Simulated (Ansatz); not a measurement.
# C2H4Cl: the cost of one run

The runs use Ansatz 0.2.0; UHF/def2-SVP.

## 1. Reference run: C₂H₄Cl radical, relaxed

The input, input.yaml:

```yaml
crystal:
  periodic: [false, false, false]
  atoms:
    - { symbol: H, position_ang: [-1.076142, -0.479031, 0.57332] }
    - { symbol: C, position_ang: [-0.393744, 0.313863, -0.336456] }
    - { symbol: C, position_ang: [0.898811, 0.067111, -0.513606] }
    - { symbol: Cl, position_ang: [-1.277654, -0.884867, 2.267349] }
    - { symbol: H, position_ang: [-1.062341, 1.066505, -0.786389] }
    - { symbol: H, position_ang: [1.43725, -0.679495, 0.093184] }
    - { symbol: H, position_ang: [1.47382, 0.596013, -1.297303] }
magnetization:
  spin_polarized: true
  initial_magnetization: 1
basis:
  gaussian: { orbitals: def2-SVP }
hamiltonian:
  xc: hf
output:
  forces: true
relax:
  f_tol: 0.02
  max_steps: 120
  constraints: [{ distance: [0, 3] }, { distance: [0, 1] }]
  escape_saddle: false
```

Run with:

```sh
> ansatz run input.yaml --threads 1 --pin off --max-ram 2560MiB --backend cpu --events-out ev --progress --plain --runs-dir out
```

What time and memory should one allow on 1 thread of Arm Neoverse V1, shared host?

About 14 s, with a peak of 0.13 GiB.
